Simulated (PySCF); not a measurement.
Species: H6SSi2.
Atom-mapped SMILES: `[SiH3:1][S:2][SiH3:3]` (hydrogens: H4, H5, H6 on Si1; H7, H8, H9 on Si3)

Structure used (PBE0-D3(BJ)/def2-SVP), in Å, numbered top down from 1:
```
atom  x, y, z in Å
Si1    1.644   -0.047    0.052
S2     0.067    0.130   -1.407
Si3   -1.623    0.059   -0.077
H4     2.456   -1.267   -0.224
H5     2.526    1.153   -0.008
H6     1.041   -0.154    1.416
H7    -1.703   -1.252    0.632
H8    -2.821    0.239   -0.946
H9    -1.560    1.151    0.939
```

The closed-shell ground state was solved at several levels (PySCF, density fitting, gas phase, non-relativistic).

```csv
level,basis functions,total energy (Eh),HOMO (eV),LUMO (eV),gap (eV),dipole (D)
PBE0/pcSseg-1,102,-980.3864,-7.50,-0.36,7.14,1.42
PBE0/def2-SVPD,123,-980.1275,-7.48,-0.45,7.03,1.05
```

(1) What might PBE0/pcSseg-2 (213 basis functions) give for the same quantities?

(2) Over all these levels, which gives the widest orbital gap and which the narrowest?

(3) How much does the basis alone move the frontier levels among the 3 PBE0 rows (the withheld one included)?

(4) How far do the dipole and the HOMO energy spread over the levels?

Results:

(1) Total energy -980.4809 Eh, HOMO -7.50 eV, LUMO -0.39 eV, gap 7.11 eV, dipole 1.17 D.

(2) PBE0/pcSseg-1 has the widest, 7.14 eV, and PBE0/def2-SVPD the narrowest, 7.03 eV. From the narrowest to the widest the HOMO moves by -0.02 eV and the LUMO by +0.09 eV.

(3) The HOMO by 0.02 eV and the LUMO by 0.09 eV. By rising basis size (HOMO, LUMO in eV): pcSseg-1 -7.50, -0.36; def2-SVPD -7.48, -0.45; pcSseg-2 -7.50, -0.39.

(4) The dipole runs from 1.05 to 1.42 D (mean 1.21 D) and the HOMO from -7.50 to -7.48 eV.
